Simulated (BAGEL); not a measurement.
# HF/3-21G (density fitting with qzvpp-jkfit) run of SiH4O (Si(OH)H3)

What is the vertical singlet–triplet gap of SiH4O (Si(OH)H3) at HF/3-21G (density fitting with qzvpp-jkfit)? 

Program for the calculation: BAGEL 1.2.2.

4 further runs of the same task are left out: 3 that didn't finish, 1 set aside as unsound or not needed.

## 1. The system as given

SiH4O: 6 atoms, total charge 0, spin state singlet. As SMILES, `[H][Si]([H])([H])O`. The shape is that of a GFN2-xTB optimisation.

Bond lengths: Si1–O2 1.625 Å, O2–H3 0.953 Å, Si1–H4 1.464 Å, Si1–H5 1.464 Å, Si1–H6 1.453 Å. Angles: Si1–O2–H3 122.4°, O2–Si1–H4 110.3°, O2–Si1–H5 110.3°, O2–Si1–H6 101.4°, H4–Si1–H5 108.8°, H4–Si1–H6 112.9°, H5–Si1–H6 112.9°.

## 2. The energy at HF/3-21G (density fitting with qzvpp-jkfit)

File job.json:

```json
{ "bagel": [

{
  "title": "molecule",
  "basis": "3-21g",
  "df_basis": "qzvpp-jkfit",
  "angstrom": true,
  "geometry": [
    { "atom": "Si", "xyz": [      -0.059940,      -0.114970,      -0.407910 ] },
    { "atom": "O", "xyz": [      -0.059540,      -0.091910,       1.217130 ] },
    { "atom": "H", "xyz": [       0.327320,       0.620940,       1.717260 ] },
    { "atom": "H", "xyz": [       1.313150,      -0.112770,      -0.916850 ] },
    { "atom": "H", "xyz": [      -0.760380,       1.058380,      -0.933190 ] },
    { "atom": "H", "xyz": [      -0.760600,      -1.359670,      -0.676430 ] }
  ]
},

{ "title": "hf", "charge": 0 },

{ "title": "print", "file": "orbitals.molden", "orbitals": true }

]}
```

Launch:

```sh
$ BAGEL_NUM_THREADS=1 BAGEL job.json > job.out
```

Output:

```text
* using 1 threads per process

  ===============================================================
  ===============================================================

  *** Geometry ***

  { "atom" : "Si", "xyz" : [     -0.113270,     -0.217262,     -0.770838 ] },
  { "atom" : "O", "xyz" : [     -0.112514,     -0.173685,      2.300042 ] },
  { "atom" : "H", "xyz" : [      0.618545,      1.173407,      3.245151 ] },
  { "atom" : "H", "xyz" : [      2.481494,     -0.213104,     -1.732595 ] },
  { "atom" : "H", "xyz" : [     -1.436910,      2.000048,     -1.763474 ] },
  { "atom" : "H", "xyz" : [     -1.437326,     -2.569404,     -1.278267 ] },

  Number of auxiliary basis functions:      277

  Since a DF basis is specified, we compute 2- and 3-index integrals:
    o Being stored without compression. Storage requirement is 0.002 GB

  Number of basis functions:       30
  Number of electrons      :       26

    * METHOD: MOLECULE                             0.33

  *** RHF ***

  === Nuclear Repulsion ===
    65.6694777563

      * DIIS with orbital gradients will be used.

  === RHF iteration (3-21g) ===
      0       -364.07828892          0.03759829           0.03
      1       -364.14573890          0.02184213           0.02
      2       -364.17444043          0.00164320           0.01
      3       -364.17477253          0.00017007           0.01
      4       -364.17477844          0.00004054           0.01
      5       -364.17477876          0.00000725           0.03
      6       -364.17477877          0.00000135           0.03
      7       -364.17477877          0.00000044           0.02
      8       -364.17477877          0.00000017           0.01
      9       -364.17477877          0.00000005           0.03
     10       -364.17477877          0.00000001           0.02
    * SCF iteration converged.

    * Permanent dipole moment:
           (   -0.333540,    -0.607985,     0.181267) a.u.

    * METHOD: HF                                   0.55

    * METHOD: PRINT                                0.00

  ===============================================================
```

It took 1.7 s on 1 thread of Intel Xeon at 2.50GHz (Skylake/Cascade Lake), shared host.

## 3. The triplet

File hf.json:

```json
{ "bagel" : [

{
  "title" : "molecule",
  "basis" : "3-21g",
  "df_basis" : "qzvpp-jkfit",
  "angstrom" : true,
  "geometry" : [
    { "atom" : "Si", "xyz" : [      -0.059940,      -0.114970,      -0.407910 ] },
    { "atom" : "O", "xyz" : [      -0.059540,      -0.091910,       1.217130 ] },
    { "atom" : "H", "xyz" : [       0.327320,       0.620940,       1.717260 ] },
    { "atom" : "H", "xyz" : [       1.313150,      -0.112770,      -0.916850 ] },
    { "atom" : "H", "xyz" : [      -0.760380,       1.058380,      -0.933190 ] },
    { "atom" : "H", "xyz" : [      -0.760600,      -1.359670,      -0.676430 ] }
  ]
},

{ "title" : "uhf", "nopen" : 2 },

{ "title" : "print", "file" : "orbitals.molden", "orbitals" : true }

]}
```

Launch:

```sh
$ BAGEL_NUM_THREADS=1 BAGEL hf.json > hf.out
```

Output:

```text
* using 1 threads per process

  ===============================================================
  ===============================================================

  *** Geometry ***

  { "atom" : "Si", "xyz" : [     -0.113270,     -0.217262,     -0.770838 ] },
  { "atom" : "O", "xyz" : [     -0.112514,     -0.173685,      2.300042 ] },
  { "atom" : "H", "xyz" : [      0.618545,      1.173407,      3.245151 ] },
  { "atom" : "H", "xyz" : [      2.481494,     -0.213104,     -1.732595 ] },
  { "atom" : "H", "xyz" : [     -1.436910,      2.000048,     -1.763474 ] },
  { "atom" : "H", "xyz" : [     -1.437326,     -2.569404,     -1.278267 ] },

  Number of auxiliary basis functions:      277

  Since a DF basis is specified, we compute 2- and 3-index integrals:
    o Being stored without compression. Storage requirement is 0.002 GB

  Number of basis functions:       30
  Number of electrons      :       26

    * METHOD: MOLECULE                             0.34

  *** Open-shell HF ***

  === Nuclear Repulsion ===
    65.6694777563

      * DIIS with orbital gradients will be used.

  === UHF iteration (3-21g) ===
      0       -363.70593243          0.07642928           0.04
      1       -363.76509498          0.07429607           0.03
      2       -363.80955600          0.05959320           0.03
      3       -363.87907236          0.00742804           0.03
      4       -363.88826764          0.00734523           0.03
      5       -363.90813954          0.00456027           0.04
      6       -363.91243007          0.00174254           0.03
      7       -363.91435458          0.00137531           0.03
      8       -363.91433996          0.00186979           0.03
      9       -363.91466121          0.00017466           0.03
     10       -363.91467831          0.00004681           0.04
     11       -363.91468144          0.00002025           0.06
     12       -363.91468257          0.00001132           0.04
     13       -363.91468276          0.00000377           0.02
     14       -363.91468279          0.00000231           0.02
     15       -363.91468280          0.00000129           0.03
     16       -363.91468280          0.00000112           0.02
     17       -363.91468280          0.00000098           0.03
     18       -363.91468280          0.00000077           0.05
     19       -363.91468280          0.00000048           0.03
     20       -363.91468280          0.00000021           0.05
     21       -363.91468280          0.00000008           0.03
     22       -363.91468280          0.00000005           0.03
     23       -363.91468280          0.00000004           0.04
     24       -363.91468280          0.00000002           0.02
     25       -363.91468280          0.00000001           0.02
     26       -363.91468280          0.00000001           0.03
    * SCF iteration converged.

    * S^2 (UHF) is 2.0068

    * Permanent dipole moment:
           (   -0.140278,    -0.267194,    -0.853569) a.u.

    * METHOD: UHF                                  1.18

    * METHOD: PRINT                                0.00

  ===============================================================
```

Wall time 2.3 s (1 thread of Intel Xeon at 2.50GHz (Skylake/Cascade Lake), shared host).

## 4. What came out

At HF/3-21G (density fitting with qzvpp-jkfit):

```
                                        quantity          value
                           singlet: total energy  -364.17478 Eh
                          singlet: dipole moment         1.82 D
                            singlet: HOMO energy      -12.07 eV
                            singlet: LUMO energy        4.20 eV
                          singlet: HOMO–LUMO gap       16.27 eV
                           triplet: total energy  -363.91468 Eh
                          triplet: dipole moment         2.30 D
                                   triplet: ⟨S²⟩          2.007
vertical energy of the triplet above the singlet       7.078 eV
```

In words: At this shape the triplet lies 7.08 eV (683 kJ/mol) above the singlet.
